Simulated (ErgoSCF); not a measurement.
**One shape, several levels: [HO2]− (hydroperoxide(1-))**

We compute a comparison of 6 runs (HF/3-21G, HF/def2-SVP, HSE(Ergo)/STO-6G, B3LYP/cc-pVDZ, KT2/6-31G**, PBE0/def2-SVP) of [HO2]− (hydroperoxide(1-)). 

Program for the calculation: ErgoSCF 3.8.

1 further run of the same task is left out (set aside as unsound or not needed).

### Step 1. The structure to begin with

The species is [HO2]− (3 atoms), meant as a singlet with charge -1. As SMILES, `[O-]O`. Geometry: relaxed at GFN2-xTB.

Bond lengths: O1–O2 1.458 Å, O2–H3 0.963 Å. Angles: O1–O2–H3 100.3°.

### Step 2. A single-point energy at HF/3-21G (run 1)

mol.xyz

```xyz
3
HO2
O     -0.355040     1.013280    -0.080710
O     -0.244450    -0.436620    -0.180910
H      0.599490    -0.576670     0.261620
```

ergo.in

```
set_nthreads(1)
molecule "mol.xyz"
charge = -1
scf.use_diagonalization = 1
basis = "3-21G"
scf.max_number_of_iterations = 120
scf.output_mulliken_pop = 1
tmpdir = "."
run "HF"
```

The basis set 3-21G is read from a file made from the Basis Set Exchange's data (not shown).

Launch:

```console
$ ergo < ergo.in
```

Log:

```text
[...]
INSC SCF_general constructor, number of basis functions: 20
[...]
INSC Energy   1 =       -100.73714639663
[...]
INDE E_LUMO =          0.55604332807
[...]
INSC Energy  13 =       -149.28983000258  ( diff     -0.000000000003183 )
[...]
RESC CONVERGED after  13 iterations.
RESC FINAL ENERGY:       -149.28983000258
[...]
INSC SCF: dipole_moment_x [atomic units] =       1.10853575
INSC SCF: dipole_moment_y [atomic units] =      -1.05538663
INSC SCF: dipole_moment_z [atomic units] =       0.48497858
[...]
```

Wall time 0.48 s (1 thread of Arm Neoverse V2, shared host); peak memory 0.26 GiB.

### Step 3. The energy at HF/def2-SVP (run 2)

job.ego

```
set_nthreads(1)
molecule_inline
O     -0.67092836     1.91482169    -0.15251980
O     -0.46194355    -0.82509222    -0.34187035
H      1.13287191    -1.08974836     0.49439015
EOF
tmpdir = "."
scf.use_diagonalization = 1
scf.output_mulliken_pop = 1
charge = -1
scf.max_number_of_iterations = 120
basis = "def2-SVP"
run "HF"
```

The basis set def2-SVP is read from a file made from the Basis Set Exchange's data (not shown).

Launch:

```console
$ ergo job.ego
```

Log:

```text
[...]
INSC SCF_general constructor, number of basis functions: 33
[...]
INSC Energy   1 =        -65.75388663062
[...]
INDE E_LUMO =          0.43001036296
[...]
INSC Energy  16 =       -150.00662064850  ( diff     -0.000000000000597 )
[...]
RESC CONVERGED after  16 iterations.
RESC FINAL ENERGY:       -150.00662064850
[...]
INSC SCF: dipole_moment_x [atomic units] =       1.09898391
INSC SCF: dipole_moment_y [atomic units] =      -1.15108332
INSC SCF: dipole_moment_z [atomic units] =       0.46922011
[...]
```

Wall time 1.7 s (1 thread of Arm Neoverse V2, shared host); peak memory 0.26 GiB.

### Step 4. A single-point energy at HSE(Ergo)/STO-6G (run 3)

input.xyz

```xyz
3

O     -0.355040     1.013280    -0.080710
O     -0.244450    -0.436620    -0.180910
H      0.599490    -0.576670     0.261620
```

input.ego

```
set_nthreads(1)
molecule "input.xyz"
charge = -1
scf.max_number_of_iterations = 150
tmpdir = "."
basis = "STO-6G"
scf.output_mulliken_pop = 1
scf.use_diagonalization = 1
run "HSE"
```

Launch:

```console
$ ergo input.ego
```

Log:

```text
[...]
INSC SCF_general constructor, number of basis functions: 11
[...]
INSC Energy   1 =       -139.21104869615
[...]
INDE E_LUMO =          0.71911229197
[...]
INSC Energy  14 =       -150.08739609377  ( diff     -0.000000000001137 )
[...]
RESC CONVERGED after  14 iterations.
RESC FINAL ENERGY:       -150.08739609377
[...]
INSC SCF: dipole_moment_x [atomic units] =       0.83679785
INSC SCF: dipole_moment_y [atomic units] =      -1.00711463
INSC SCF: dipole_moment_z [atomic units] =       0.34283996
[...]
```

Wall time 1.3 s (1 thread of Arm Neoverse V2, shared host); peak memory 0.26 GiB.

Runs 4 to 5 aren't shown in full; the table further down has their settings and results.

### Step 5. The energy at PBE0/def2-SVP (run 6)

geom.xyz

```xyz
3

O     -0.355040     1.013280    -0.080710
O     -0.244450    -0.436620    -0.180910
H      0.599490    -0.576670     0.261620
```

run.inp

```
# HO2, PBE0
set_nthreads("env")
XC.sparse_mode = 0
scf.max_number_of_iterations = 120
basis = "def2-SVP"
tmpdir = "."
XC.radint = 1e-11
scf.use_diagonalization = 1
charge = -1
scf.output_mulliken_pop = 1
XC.angint = 41
molecule "geom.xyz"
run "PBE0"
```

The basis set def2-SVP is read from a file made from the Basis Set Exchange's data (not shown).

Launch:

```console
$ ergo < run.inp
```

Log:

```text
[...]
INDF Weighted mixed functional:
[...]
INSC Energy   1 =        -70.08976755286
[...]
INDE E_LUMO =          0.31497952757
[...]
INSC Energy  16 =       -150.61107240637  ( diff     -0.000000000004093 )
[...]
RESC CONVERGED after  16 iterations.
RESC FINAL ENERGY:       -150.61107240637
[...]
INSC SCF: dipole_moment_x [atomic units] =       1.07022480
INSC SCF: dipole_moment_y [atomic units] =      -1.24973152
INSC SCF: dipole_moment_z [atomic units] =       0.44271170
[...]
```

It took 2.5 s on 1 thread of Arm Neoverse V2, shared host; peak memory 0.26 GiB.

### Step 6. The series

| run | level | iteration cap | integration grid | energy (Eh) | wall time |
| --- | --- | --- | --- | --- | --- |
| 1 | HF/3-21G | 120 | – | -149.289830 | 0.48 s |
| 2 | HF/def2-SVP | 120 | – | -150.006621 | 1.7 s |
| 3 | HSE(Ergo)/STO-6G | 150 | Turbo | -150.087396 | 1.3 s |
| 4 | B3LYP/cc-pVDZ | 120 | Turbo | -150.896581 | 6.3 s |
| 5 | KT2/6-31G** (spherical functions) | 100 | Turbo | -152.990386 | 2.2 s |
| 6 | PBE0/def2-SVP | 120 | Turbo | -150.611072 | 2.5 s |

### Step 7. Summary of results

| quantity | value |
| --- | --- |
| run 6: total energy | -150.61107 Eh |

**Reading.** Totals of different functionals can't be ranked against each other. In run 3 the basis is minimal, so the values are rough. All runs together took 15 s, the longest 6.3 s.
